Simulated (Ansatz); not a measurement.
Stepwise reaction of `[NH2][AlH][NH2]` with hydrogen, as a gas-phase model of exchange steps in deposition or etching. ΔE in kJ/mol; ΔG adds harmonic PBE0-D4 terms to CCSD(T)/CBS, at 1 bar.

Isolated molecules relaxed with PBE0-D4/def2-TZVP in Ansatz; ΔE leaves out vibrations. CCSD(T)/CBS adds triple-zeta CCSD(T) − MP2 to the extrapolated MP2 energy (def2 sets, frozen cores). This one scheme is used for every species. DFT in def2-TZVPP. B3LYP here is the variant with VWN-RPA as its local correlation; programs differ in this. One conformer a species, not always the lowest.

| step | reaction | PBE-D4 | B3LYP-D4 | ωB97M-V | CCSD(T)/CBS | ΔG(600 K) |
| --- | --- | --- | --- | --- | --- | --- |
| 2 | `[NH2][AlH2]` + H₂ → `[AlH3]` + NH₃ | 82.3 | 83.4 | 82.5 | 83.6 | 84.3 |

Q: Give the row of step 1, `[NH2][AlH][NH2]` + H₂ → `[NH2][AlH2]` + NH₃. (Estimate.)

A: Computed: 
```json
{"step": "1", "reaction": "`[NH2][AlH][NH2]` + H₂ → `[NH2][AlH2]` + NH₃", "PBE-D4": "63.2", "B3LYP-D4": "67.1", "ωB97M-V": "66.3", "CCSD(T)/CBS": "68.7", "ΔG(600 K)": "69.0"}
```

Q: By hand: ΔE of the 2 steps together at CCSD(T)/CBS.

A: (68.7) + (83.6) = 152.3 kJ/mol, or 76.2 kJ/mol a step.

In ΔE each step is higher than the one before. All are uphill at CCSD(T)/CBS. ΔG lies between 69.0 and 84.3 kJ/mol a step. PBE-D4 differs from CCSD(T)/CBS by -5.5 to -1.3 kJ/mol a step. Isolated molecules leave out the surface, adducts and barriers. Largest T1 diagnostic: 0.011.
